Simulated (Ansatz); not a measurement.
Worked example: Cl–AlH–Ga⁺, doublet against Cl–AlH–Ga, triplet

Geometry (PBE0/def2-TZVP stationary point of a triplet), kept for both states (Cl–AlH–Ga, triplet: A''; Cl–AlH–Ga⁺, doublet: A'):

```xyz
4

Cl    0.0000   -0.4541    2.3879
Al    0.0000    0.8977    0.7689
Ga    0.0000   -0.1522   -1.5257
H     0.0000    2.4672    0.9650
```

Basis cc-pVDZ; Ansatz 0.2.0. Correlated methods freeze the noble-gas cores and the filled d shells of p-block atoms. Prefix R: restricted or restricted open-shell reference; prefix U: unrestricted. No spin–orbit coupling is included, and no scalar relativity.

Full CI isn't at hand for all of this; UCCSDT(Q) serves as the reference, and is uncertain by the last step of the cluster series or more.

```json
{"level": "UHF", "E(Cl–AlH–Ga, triplet) (hartree)": "-2625.257033", "E(Cl–AlH–Ga⁺, doublet) (hartree)": "-2625.028040"}
{"level": "UMP2", "E(Cl–AlH–Ga, triplet) (hartree)": "-2625.477828", "E(Cl–AlH–Ga⁺, doublet) (hartree)": "-2625.237998"}
{"level": "UCCSD(T)", "E(Cl–AlH–Ga, triplet) (hartree)": "-2625.519621", "E(Cl–AlH–Ga⁺, doublet) (hartree)": "-2625.278374"}
{"level": "PBE", "E(Cl–AlH–Ga, triplet) (hartree)": "-2627.447889", "E(Cl–AlH–Ga⁺, doublet) (hartree)": "-2627.200100"}
{"level": "PBE0", "E(Cl–AlH–Ga, triplet) (hartree)": "-2627.549598", "E(Cl–AlH–Ga⁺, doublet) (hartree)": "-2627.300128"}
{"level": "UCCSDT(Q)", "E(Cl–AlH–Ga, triplet) (hartree)": "-2625.521363", "E(Cl–AlH–Ga⁺, doublet) (hartree)": "-2625.279840"}
```

**Question.** Give the vertical gap, Cl–AlH–Ga⁺ doublet less Cl–AlH–Ga triplet, at each level in eV (1 hartree = 27.2114 eV), and each error against UCCSDT(Q).

**Answer.** UCCSDT(Q): (-2625.279840 − (-2625.521363)) × 27.2114 = 6.572 eV (the reference)
PBE0: (-2627.300128 − (-2627.549598)) × 27.2114 = 6.788 eV, error 0.216 eV
PBE: (-2627.200100 − (-2627.447889)) × 27.2114 = 6.743 eV, error 0.171 eV
UCCSD(T): (-2625.278374 − (-2625.519621)) × 27.2114 = 6.565 eV, error -0.007 eV
UMP2: (-2625.237998 − (-2625.477828)) × 27.2114 = 6.526 eV, error -0.046 eV
UHF: (-2625.028040 − (-2625.257033)) × 27.2114 = 6.231 eV, error -0.341 eV

Total energies of functionals can't be set beside those of wave-function methods, since they hold the core's correlation and their own absolute errors; only the differences compare.

In so small a basis the reference is far from its limit while semilocal and hybrid functionals are nearer theirs, so the functionals' errors here hold much of the reference's basis and frozen-core error, which can add to them or hide them.

Each level lands on the state that its own search finds. T1 diagnostics of restricted CCSD: 0.025 and 0.026.
